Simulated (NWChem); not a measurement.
Dipole moment of HLi

SMILES: [LiH]
```xyz
2

Li     0.0000     0.0000     0.3994
H      0.0000     0.0000    -1.1982
```
Charge 0, spin multiplicity 1.

Everything below was run with NWChem. All single points use one geometry, from PBE0/def2-SVP, a minimum by its harmonic frequencies.

Basis set: def2-SVPD. The CCSD dipole comes from the Λ equations, without orbital relaxation.

The correlated methods freeze no orbitals. B3LYP has NWChem's definition, with VWN1-RPA local correlation. The structure started from a generated list of species. Coupled-cluster values serve here as a point of comparison, not as the truth.

```json
[
 {"method": "HF", "dipole moment (D)": "(withheld)"},
 {"method": "PBE", "dipole moment (D)": "5.63"},
 {"method": "B3LYP", "dipole moment (D)": "5.73"},
 {"method": "CCSD", "dipole moment (D)": "5.95"},
 {"method": "PBE0", "dipole moment (D)": "(withheld)"}
]
```

Complete the blanks.


- HF, dipole moment (D): 6.05
- PBE0, dipole moment (D): 5.78
